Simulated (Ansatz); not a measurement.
Li₂N (the lowest doublet isomer of a short search). Charge 0, multiplicity 2. Geometry PBE0-D4/def2-TZVP, basis def2-TZVP, Ansatz.

```tsv
atom	x (Å)	y (Å)	z (Å)
Li1	0.0972	-1.4910	-0.9099
Li2	-0.0996	1.4891	0.9127
N3	0.0023	0.0019	-0.0027
```

```csv
run,HOMO (eV),LUMO (eV)
A,-2.31,-2.16
B,-2.22,-1.64
C,-2.22,-1.14
D,-3.02,-0.29
E,-3.01,-0.60
F,-2.20,-0.84
```

The structure comes from a short search, and lower isomers may exist.

HOMO and LUMO are taken over both spins.

The runs used B97M-V, LDA (SPW92), PBE, PBE0, r2SCAN, r2SCAN0. Estimate which is which.

A LDA (SPW92) (0 % exact exchange); B PBE (0 % exact exchange); C B97M-V (0 % exact exchange); D r2SCAN0 (25 % exact exchange); E PBE0 (25 % exact exchange); F r2SCAN (0 % exact exchange). Exact exchange lowers occupied and raises empty levels; among semilocal functionals meta-GGAs tend to open the gap a little, and such runs are hard to tell apart. The gap grows from 0.15 eV (LDA (SPW92)) to 2.73 eV (r2SCAN0).
